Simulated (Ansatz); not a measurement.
**Nudged elastic band run: CH₆BCl**

Input file:

```yaml
crystal:
  periodic: [false, false, false]
  atoms:
    - { symbol: B, position_ang: [-0.110908, 0.132596, 0.085873] }
    - { symbol: H, position_ang: [-0.209731, 0.236062, 1.31079] }
    - { symbol: H, position_ang: [0.992903, 0.331953, -0.384703] }
    - { symbol: C, position_ang: [-1.400719, 0.035574, -0.781955] }
    - { symbol: H, position_ang: [-2.261129, -0.471937, -0.302553] }
    - { symbol: H, position_ang: [-1.705355, 1.106916, -0.905245] }
    - { symbol: H, position_ang: [-1.243075, -0.357868, -1.805426] }
    - { symbol: Cl, position_ang: [0.436894, -2.516392, 0.818878] }
    - { symbol: H, position_ang: [0.15542, -1.420606, 1.493341] }
basis:
  gaussian: { orbitals: def2-SVP }
hamiltonian:
  xc: pbe
neb:
  order_check: false
  images: 2
  f_tol: 0.05
  max_iterations: 60
  climbing: false
  final_atoms:
    - { symbol: B, position_ang: [0.02668133, -0.63365803, -0.74798051] }
    - { symbol: H, position_ang: [-0.0770444, 0.19480005, 3.09310821] }
    - { symbol: H, position_ang: [1.03033083, -0.00271592, -1.01972992] }
    - { symbol: C, position_ang: [-1.40664469, -0.10797106, -1.05852474] }
    - { symbol: H, position_ang: [-2.23071501, -0.80852968, -0.82642941] }
    - { symbol: H, position_ang: [-1.56237958, 0.83189, -0.48030099] }
    - { symbol: H, position_ang: [-1.47103783, 0.20611289, -2.12368844] }
    - { symbol: Cl, position_ang: [0.29751051, -2.18771053, 0.05009234] }
    - { symbol: H, position_ang: [0.04759884, -0.41591973, 2.64245346] }
  initial_path:
    images:
      - { positions_ang: [[-0.110908, 0.132596, 0.085873], [-0.209731, 0.236062, 1.31079], [0.992903, 0.331953, -0.384703], [-1.400719, 0.035574, -0.781955], [-2.261129, -0.471937, -0.302553], [-1.705355, 1.106916, -0.905245], [-1.243075, -0.357868, -1.805426], [0.436894, -2.516392, 0.818878], [0.15542, -1.420606, 1.493341]] }
      - { positions_ang: [[-0.03131553, 0.03400947, 0.02562882], [-0.0626767, 0.08033594, 1.46053168], [1.02276895, 0.07766984, -0.52871645], [-1.385481, 0.02001538, -0.79580587], [-2.06182467, -0.75756323, -0.47557977], [-1.87382819, 0.97638006, -0.63960354], [-1.19873467, -0.08922633, -1.86433783], [0.17598132, -2.20997651, 0.73971694], [0.06941049, -1.05534661, 1.60716602]] }
      - { positions_ang: [[0.01454758, -0.22140854, -0.25232236], [-0.01844783, 0.06658196, 2.05463776], [1.0352449, -0.03388647, -0.74039209], [-1.38745623, -0.02783297, -0.88799578], [-2.05168668, -0.8697608, -0.65020524], [-1.82616972, 0.88470473, -0.49795553], [-1.27472228, 0.0987673, -1.97042531], [0.12952016, -2.10041602, 0.48345505], [0.03347011, -0.72045119, 1.99020351]] }
      - { positions_ang: [[0.02668133, -0.63365803, -0.74798051], [-0.0770444, 0.19480005, 3.09310821], [1.03033083, -0.00271592, -1.01972992], [-1.40664469, -0.10797106, -1.05852474], [-2.23071501, -0.80852968, -0.82642941], [-1.56237958, 0.83189, -0.48030099], [-1.47103783, 0.20611289, -2.12368844], [0.29751051, -2.18771053, 0.05009234], [0.04759884, -0.41591973, 2.64245346]] }
```

Command:

```bash
$ ansatz run input.yaml --threads 1 --pin off --max-ram 2048MiB --backend cpu --events-out ev --progress --plain --runs-dir out
```

Output, in part (warnings, iteration lines, the closing report on the highest movable image, with atoms numbered from 0):

```
NEB end point (image 0): max|allowed force component| = 2.591e-2 eV/Å (the criterion of neb.relax_end_points is 1.000e-2)
NEB end point (image 3): max|allowed force component| = 2.546e-2 eV/Å (the criterion of neb.relax_end_points is 1.000e-2)
NEB iter   1: max|band force component| = 4.889e0 eV/Å  barrier→ = 0.7205 eV  barrier← = 1.5854 eV  Δτ_max = 0.2000 Å  (104 SCF iters)
NEB iter   2: max|band force component| = 3.153e0 eV/Å  barrier→ = 0.2618 eV  barrier← = 1.1267 eV  Δτ_max = 0.1938 Å  (58 SCF iters)
NEB iter   3: max|band force component| = 3.755e0 eV/Å  barrier→ = 0.1936 eV  barrier← = 1.0585 eV  Δτ_max = 0.0980 Å  (59 SCF iters)
NEB iter   4: max|band force component| = 6.685e-1 eV/Å  barrier→ = 0.1725 eV  barrier← = 1.0374 eV  Δτ_max = 0.1331 Å  (57 SCF iters)
NEB iter   5: max|band force component| = 4.827e-1 eV/Å  barrier→ = 0.1657 eV  barrier← = 1.0306 eV  Δτ_max = 0.2000 Å  (55 SCF iters)
NEB iter   6: max|band force component| = 1.769e0 eV/Å  barrier→ = 0.1688 eV  barrier← = 1.0337 eV  Δτ_max = 0.0998 Å  (59 SCF iters)
NEB iter   7: max|band force component| = 8.359e-1 eV/Å  barrier→ = 0.1683 eV  barrier← = 1.0332 eV  Δτ_max = 0.0937 Å  (55 SCF iters)
NEB iter   8: max|band force component| = 1.062e-1 eV/Å  barrier→ = 0.1663 eV  barrier← = 1.0313 eV  Δτ_max = 0.0286 Å  (54 SCF iters)
NEB iter   9: max|band force component| = 5.590e-2 eV/Å  barrier→ = 0.1665 eV  barrier← = 1.0314 eV  Δτ_max = 0.0251 Å  (55 SCF iters)
NEB iter  10: max|band force component| = 3.078e-2 eV/Å  barrier→ = 0.1666 eV  barrier← = 1.0315 eV  Δτ_max = 0.0000 Å  (109 SCF iters)
Total energy: -14319.57869686 eV, -526.2348109504 hartree
Atom 0 at    -0.007219    -0.169067     0.022832 Å, force    -0.002027     0.018172     0.009841 eV/Å
Atom 1 at     0.010571     0.316100     1.210646 Å, force    -0.003199    -0.006208    -0.013514 eV/Å
Atom 2 at     1.103869    -0.119503    -0.456878 Å, force    -0.001472     0.005883     0.002063 eV/Å
Atom 3 at    -1.372213     0.004823    -0.754598 Å, force     0.000572     0.005121     0.003860 eV/Å
Atom 4 at    -1.967931    -0.930970    -0.756990 Å, force    -0.004980     0.006562     0.007441 eV/Å
Atom 5 at    -2.014965     0.787748    -0.301581 Å, force     0.001926     0.003019    -0.007947 eV/Å
Atom 6 at    -1.193085     0.277020    -1.813986 Å, force     0.001972    -0.011186    -0.004560 eV/Å
Atom 7 at     0.072716    -2.239434     0.962650 Å, force     0.004884     0.003157     0.005711 eV/Å
Atom 8 at     0.022557    -0.850419     1.416904 Å, force     0.002324    -0.024520    -0.002895 eV/Å
Dipole moment:    -0.126283     0.157595     0.086132 e Å
```

The run converged. No image climbed, so the highest image needn't sit at the top of the path. Another band between the same ends, with other settings, climbed to 0.07 eV only, so this may not be the lowest route. So few images can step over the top or miss a turn of the path. The orbitals stay closed-shell, which can raise the energy where a bond breaks towards radicals; this wasn't checked here.

Final band (atoms are numbered from 1 in the order of the input):

```csv
image,path coordinate (Å),energy (kJ/mol),B1–H2 (Å),Cl8–H9 (Å),B1–Cl8 (Å)
0,0.00,0.0,1.23,1.32,2.80
1,1.56,16.1,1.28,1.46,2.28
2,3.13,-76.2,2.62,2.72,1.77
3,4.69,-83.5,3.93,3.15,1.77
```

Run time: 34 s on 1 thread of Arm Neoverse V2 (shared host), peak memory 0.13 GiB.
